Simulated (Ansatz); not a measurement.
## Width of the whole s-p valence band of zinc-blende BP at several levels of theory

No measured value is used here.

```tsv
level (code)	value (eV)	cell (Å³/atom)
LDA (Ansatz)	15.40	11.68
PBE (Ansatz)	15.46	11.68
revPBE (Ansatz)	?	11.92
RPBE (Ansatz)	15.48	11.68
PBE-D3(BJ) (Ansatz)	15.64	11.45
r²SCAN (Ansatz)	16.28	11.68
B3LYP (VWN-RPA form) (Ansatz)	16.68	11.68
PBE0 (Ansatz)	?	11.68
Hartree–Fock (Ansatz)	?	11.68
```

Problem. Some entries are withheld; supply them.

Solution. 
- revPBE (Ansatz, a quantum-chemistry and plane-wave program), value (eV): 15.30
- PBE0 (Ansatz), value (eV): 17.19
- Hartree–Fock (Ansatz), value (eV): 21.73

Widths are read from band energies on the run's k points.  Values are at the measured cell; revPBE at the level's own equilibrium cell; PBE-D3(BJ) at the level's own relaxed cell. Cutoffs and k meshes differ between the levels. Ansatz's density-functional and Hartree–Fock values are scalar-relativistic unless marked +SOC, with PAW data made under PBE.
